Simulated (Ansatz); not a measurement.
Relaxation of B2H4 (6 atoms, charge 0, multiplicity 1), to a largest force component of 0.02 eV/Å in at most 50 steps.

Level of theory: Ansatz 0.2.0, UKS PBE0-D4/def2-SVP.

```xyz
6
Properties=species:S:1:pos:R:3
B -0.209 -0.836 -0.074
B 0.238 0.776 0.079
H -0.621 -1.408 0.851
H -0.208 -1.283 -1.159
H 0.575 1.390 -0.889
H 0.267 1.297 1.147
```

Problem. Where does it end, and by what steps?

Solution. The run converged. After 7 steps the energy has fallen by 0.829 eV; H4 moved furthest, 0.79 Å.

```json
{"step": "0", "energy less start (eV)": "0.0000", "largest force component (eV/Å)": "0.943", "accepted": "yes"}
{"step": "1", "energy less start (eV)": "-0.0402", "largest force component (eV/Å)": "1.493", "accepted": "yes"}
{"step": "2", "energy less start (eV)": "-0.2807", "largest force component (eV/Å)": "0.414", "accepted": "yes"}
{"step": "3", "energy less start (eV)": "-0.4430", "largest force component (eV/Å)": "0.828", "accepted": "yes"}
{"step": "4", "energy less start (eV)": "-0.7019", "largest force component (eV/Å)": "0.528", "accepted": "yes"}
{"step": "5", "energy less start (eV)": "-0.8272", "largest force component (eV/Å)": "0.067", "accepted": "yes"}
{"step": "6", "energy less start (eV)": "-0.8278", "largest force component (eV/Å)": "0.035", "accepted": "yes"}
{"step": "7", "energy less start (eV)": "-0.8289", "largest force component (eV/Å)": "0.013", "accepted": "yes"}
```

```xyz
6
Properties=species:S:1:pos:R:3
B -0.230 -0.792 -0.090
B 0.243 0.772 0.072
H -1.225 -1.223 0.454
H 0.397 -1.588 -0.757
H -0.130 1.642 -0.687
H 0.988 1.126 0.961
```

The run took 9.1 s on 1 thread of Intel(R) Xeon(R) Platinum 8488C (Sapphire Rapids), with other jobs on the host, peak memory 0.12 GiB.
